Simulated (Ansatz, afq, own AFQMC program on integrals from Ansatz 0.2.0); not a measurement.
AFQMC on a folder of integrals that Ansatz 0.2.0 wrote.

```yaml
crystal:
  periodic: [false, false, false]
  atoms:
    - {symbol: N, position_ang: [0.001986, 0.002583, -0.071414]}
    - {symbol: H, position_ang: [0.931127, -0.002562, 0.357291]}
    - {symbol: H, position_ang: [-0.488328, 0.797474, 0.346746]}
    - {symbol: H, position_ang: [-0.470402, -0.830804, 0.288354]}
basis:
  gaussian: {orbitals: "6-31++G**"}
total_charge: -1
magnetization: {spin_polarized: true, initial_magnetization: 1}
correlation: {method: ccsd_t, electrons: outside_noble_gas, hamiltonian_folder: ham}
```

```sh
$ ansatz run in.yaml --threads 1 --pin off --events-out ev --progress --plain --max-ram 1382MiB
```

afq runs on the folder ham with

```
--method phaseless --trial cisd --walkers 60 --populations 1 --least-time 40 --time-step 0.005 --steps-per-block 50 --equilibration-blocks 28 --max-blocks 300 --target-error 0.00036 --factor-cut 1e-05 --start spin_pure --seed 7895 --release-times 0.24,0.51,0.99,1.62,2.4 --release-step 0.03 --release-every 4 --taylor-order 6
```

Times are imaginary, in 1/Eh. The walk had a cap of 1011 s.

Log:

```
orbitals 36  electrons 5 4  factors 280 of 350
reference energy -56.15795181 Eh
CCSD correlation -0.21365699 Eh in 10 cycles, weight of the determinant in the CISD state 0.9268
energy of the start -56.371605 Eh
 block  time / (1/Eh)  mean weight  energy / Eh
     1     0.250  1.0001  -56.371388
     2     0.500  0.9968  -56.373004
     3     0.750  0.9995  -56.373709
     4     1.000  0.9992  -56.376296
     5     1.250  0.9995  -56.375983
     7     1.750  0.9999  -56.376361
     9     2.250  1.0005  -56.375985
    17     4.250  1.0024  -56.372234
    33     8.250  0.9991  -56.379836
    49    12.250  1.0003  -56.380015
    65    16.250  1.0001  -56.377118
    81    20.250  1.0003  -56.374848
    97    24.250  0.9990  -56.373752
   113    28.250  1.0011  -56.376751
   129    32.250  0.9982  -56.373197
   145    36.250  1.0022  -56.377039
   161    40.250  0.9994  -56.374747
   177    44.250  1.0013  -56.378222
   193    48.250  1.0004  -56.374114
   201    50.250  1.0015  -56.384902
   209    52.250  1.0003  -56.380776
   225    56.250  0.9994  -56.382420
   233    58.250  0.9989  -56.372377
   241    60.250  0.9996  -56.374472
   257    64.250  0.9973  -56.379863
   273    68.250  1.0008  -56.378470
   289    72.250  0.9995  -56.374501
   305    76.250  0.9994  -56.379592
   321    80.250  0.9997  -56.374724
blocks merged  error / Eh  count
     1  0.000221  300
     2  0.000262  150
     4  0.000291  75
     8  0.000367  37
    16  0.000305  18
    32  0.000288  9
released: time / (1/Eh)  energy / Eh  error  mean overlap
  0.24  -56.377055  0.000329  1.0037
  0.51  -56.377024  0.000218  1.0183
  0.99  -56.377377  0.000358  1.0159
  1.62  -56.377196  0.000296  1.0163
  2.40  -56.377492  0.000361  0.9852
energy -56.377243 +/- 0.000367 Eh
(rows thinned)
```

The run passed its tests (sampling time, drift between the halves within three errors, error under three times the target), which doesn't prove that it has relaxed.

Against this walk (error 10.0 meV) on the same determinant: CCSD(T) 20.3 meV higher, CCSDT(Q) 0.6 meV lower (within the noise). The error is statistical and leaves out the bias of the constraint. Released to 2.40 1/Eh the energy moves by -7 ± 14 meV (both errors), within twice the noise.

Cautions: constraint bias not in the error.

The walk took 6.9 min on 1 thread of Arm Neoverse V1, with other jobs on the host. The log's last line is the phaseless energy.

CCSDT and higher add their correlation energy to the determinant of the CCSD(T) run, since their own runs factorise the integrals more tightly (a shift of under 2 meV). A walk keeps the symmetry of its determinant, which the program's search chose and which needn't be the lowest solution, so a lower state of the same spin and another symmetry isn't excluded.
